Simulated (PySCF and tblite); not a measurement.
The numbers below are computed, except where a source is named.
C4H4OS, numbered as in [SH:1][c:2]1[cH:3][cH:4][cH:5][o:6]1.

Conformers came from 60 starts (ETKDG, MMFF94s, GFN2-xTB); geometries are GFN2-xTB. Energies: PBE0-D3(BJ)/pcSseg-1, with GFN2-xTB thermal terms (modes under about 100 cm⁻¹ blended into free rotors). Symmetry numbers and mirror images are counted. Conformers within 2.5 kcal/mol (GFN2-xTB free energy) were kept, 6 at most. (PySCF 2.14, tblite 0.8.)

Torsions listed: H1–S1–C2–O6.

```json
{"conformer": "1", "shape": "0°", "symmetry": "Cs"}
{"conformer": "2", "shape": "180°", "symmetry": "Cs"}
```

**Question.** Which of these conformers is the most populated at 298.15 K, and with what share?

**Answer.** Conformer 1, about 78 %.

**Question.** Give the DFT energies and free energies relative to the lowest, and all weights.

**Answer.** 
```csv
conformer,shape,E(DFT) kcal/mol,G(298.15 K) kcal/mol,weight %
1,0°,0.00,0.00,78.1
2,180°,0.71,0.75,21.9
```

**Question.** How does its share change from 250 K to 350 K?

**Answer.** From 82 % to 75 %; the mixing entropy goes from 0.94 to 1.12 cal/(mol K).

The minima are those of GFN2-xTB; planar forms about aryl–S or allylic bonds may be saddles in DFT.
